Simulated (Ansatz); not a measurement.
Geometry optimisation, RKS B3LYP/def2-SVP (Ansatz).

Input file:

```yaml
crystal:
  periodic: [false, false, false]
  atoms:
    - { symbol: B, position_ang: [-0.150876, 0.579889, -0.270745] }
    - { symbol: H, position_ang: [-0.29824, -0.323883, 1.953019] }
    - { symbol: H, position_ang: [0.869945, -0.064605, -0.321029] }
    - { symbol: "N", position_ang: [-1.34392, 0.022536, -0.768184] }
    - { symbol: H, position_ang: [-1.370254, -0.901698, -1.178726] }
    - { symbol: H, position_ang: [-2.235051, 0.503134, -0.797909] }
    - { symbol: "N", position_ang: [-0.087359, 1.936613, 0.328218] }
    - { symbol: H, position_ang: [-0.854789, 2.599273, 0.292267] }
    - { symbol: H, position_ang: [0.80721, 2.371267, 0.518675] }
    - { symbol: H, position_ang: [-0.196167, 0.385573, 1.981814] }
basis:
  gaussian: { orbitals: def2-SVP }
hamiltonian:
  xc: b3lyp
relax:
  f_tol: 0.03
  max_steps: 50
```

Command:

```bash
$ ansatz run input.yaml --threads 1 --pin off --max-ram 2048MiB --backend cpu --events-out ev --progress --plain --runs-dir out
```

Task: Where does it end, and by what steps?

Result: The run converged. After 16 steps the energy has fallen by 0.401 eV; H2 moved furthest, 1.70 Å.

| step | energy less start (eV) | largest force component (eV/Å) | accepted |
| --- | --- | --- | --- |
| 0 | 0.0000 | 1.919 | yes |
| 1 | -0.2184 | 0.848 | yes |
| 2 | -0.2983 | 0.491 | yes |
| 3 | -0.3372 | 0.141 | yes |
| 4 | -0.3554 | 0.105 | yes |
| 5 | -0.3671 | 0.087 | yes |
| 6 | -0.3642 | 0.613 | no |
| 7 | -0.3729 | 0.057 | yes |
| 8 | -0.3773 | 0.176 | yes |
| 9 | -0.3835 | 0.255 | yes |
| 10 | -0.3896 | 0.235 | yes |
| 11 | -0.3940 | 0.287 | yes |
| 12 | -0.3974 | 0.049 | yes |
| 13 | -0.3993 | 0.031 | yes |
| 14 | -0.3997 | 0.151 | yes |
| 15 | -0.4002 | 0.116 | yes |
| 16 | -0.4010 | 0.011 | yes |

```xyz
10
Properties=species:S:1:pos:R:3
B -0.176 0.598 -0.721
H -0.079 0.286 3.519
H 0.865 0.121 -1.114
N -1.382 0.156 -1.310
H -1.397 -0.555 -2.028
H -2.303 0.488 -1.051
N -0.122 1.568 0.311
H -0.928 2.063 0.676
H 0.756 1.910 0.676
H -0.092 0.471 2.780
```

Whether the end is a true minimum wasn't checked by a vibrational analysis.

Run time: 32 s on 1 thread of Arm Neoverse V2, with other jobs on the host, peak memory 0.14 GiB.
